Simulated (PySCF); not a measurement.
**Atomization energy of Cl2, singlet, from cheap to dear**

Geometry (MP2(full)/6-31G*, from the G2/97 set):

```
atom   x (Å)   y (Å)   z (Å)
  Cl  0.0000  0.0000  0.0000
  Cl  0.0000  0.0000  2.0151
```

Measured, as an electronic atomization energy: 57.9 kcal/mol (G2/97 heats of formation of molecule and atoms, with zero-point and thermal terms from B3LYP taken off; Curtiss et al., J. Chem. Phys. 106, 1063 (1997), Staroverov et al., J. Chem. Phys. 119, 12129 (2003)). The measured value holds scalar relativity and spin–orbit coupling, which all computed ones lack, and core correlation, which the wave-function levels lack. Atoms are taken at the same level; beside RHF, RMP2 and RCC rows of closed shells they are unrestricted. PySCF 2.14.0; the 6-31G* set has Cartesian d functions; a miss is computed less measured; times are wall times on shared hosts and scatter by a factor of two or so; they hold the correlated step alone (with one SCF for RCCSD(T)), and functionals start from a converged Hartree–Fock density. B3LYP has the VWN-RPA form, and B2PLYP's MP2 part freezes the cores.

```
    level        basis  miss (kcal/mol)  time of the run      hardware
  full CI       STO-3G            -21.2           0.08 s  1 CPU thread
 RCCSD(T)        6-31G            -45.1           0.36 s  1 CPU thread
     PBE0       STO-3G             -2.5           0.59 s  1 CPU thread
 RCCSD(T)       6-31G*            -17.5           0.65 s  1 CPU thread
      PBE       STO-3G              4.0           0.69 s  1 CPU thread
   RCCSDT       STO-3G            -21.2           0.85 s  1 CPU thread
    B3LYP        6-31G            -31.4            1.2 s  1 CPU thread
     PBE0        6-31G            -29.3            1.3 s  1 CPU thread
      RHF  cc-pV(D+d)Z            -44.3            1.4 s  1 CPU thread
 RCCSD(T)  cc-pV(D+d)Z            -14.5            1.4 s  1 CPU thread
   r2SCAN        6-31G            -27.2            1.7 s  1 CPU thread
     PBE0       6-31G*             -6.9            1.9 s  1 CPU thread
     PBE0  cc-pV(D+d)Z             -3.1            2.2 s  1 CPU thread
      PBE  cc-pV(D+d)Z              3.9            2.2 s  1 CPU thread
    B3LYP  cc-pV(D+d)Z             -5.9            2.2 s  1 CPU thread
RCCSDT(Q)        6-31G            -44.9            2.8 s  1 CPU thread
   revPBE  cc-pV(T+d)Z              2.3            3.8 s  1 CPU thread
   B97M-V       STO-3G              2.6            3.9 s  1 CPU thread
     PBE0  cc-pV(T+d)Z              1.3              4 s  1 CPU thread
    BHLYP  cc-pV(T+d)Z            -10.5              4 s  1 CPU thread
      PBE  cc-pV(T+d)Z              7.5            4.1 s  1 CPU thread
   B2PLYP  cc-pV(T+d)Z             -2.9            4.2 s  1 CPU thread
  wB97M-V       STO-3G              0.8            4.3 s  1 CPU thread
 RCCSD(T)  cc-pV(T+d)Z             -4.7            6.6 s  1 CPU thread
   B97M-V        6-31G            -27.0            6.8 s  1 CPU thread
   B97M-V       6-31G*             -5.2              7 s  1 CPU thread
CAM-B3LYP  cc-pV(T+d)Z             -3.8            8.6 s  1 CPU thread
   B97M-V  cc-pV(D+d)Z             -1.8            8.8 s  1 CPU thread
  wB97M-V       6-31G*             -5.7            9.2 s  1 CPU thread
  wB97M-V  cc-pV(D+d)Z             -1.6            9.7 s  1 CPU thread
   B97M-V  cc-pV(T+d)Z              2.5             12 s  1 CPU thread
  wB97X-V  cc-pV(T+d)Z              0.1             16 s  1 CPU thread
  wB97M-V  cc-pV(T+d)Z              2.3             18 s  1 CPU thread
     PBE0  cc-pV(Q+d)Z              1.6             24 s  1 CPU thread
      PBE  cc-pV(Q+d)Z              7.8             25 s  1 CPU thread
   r2SCAN  cc-pV(Q+d)Z              1.7             26 s  1 CPU thread
   B2PLYP  cc-pV(Q+d)Z             -1.6             49 s  1 CPU thread
RCCSDT(Q)       6-31G*            -17.2             59 s  1 CPU thread
  wB97M-V  cc-pV(Q+d)Z              2.7             69 s  1 CPU thread
RCCSDT(Q)  cc-pV(D+d)Z            -14.2          3.3 min  1 CPU thread
```

HF's time is that of a plain UHF run.

The smallest set from which on each level stays within 1 kcal/mol of its own cc-pV(Q+d)Z value: RHF cc-pV(T+d)Z; PBE cc-pV(T+d)Z; r2SCAN cc-pV(T+d)Z; B3LYP cc-pV(T+d)Z; wB97M-V cc-pV(T+d)Z; B2PLYP none (cc-pV(T+d)Z is 1.3 kcal/mol off); RMP2 none (cc-pV(T+d)Z is 3.6 kcal/mol off); RCCSD(T) none (cc-pV(T+d)Z is 3.4 kcal/mol off).
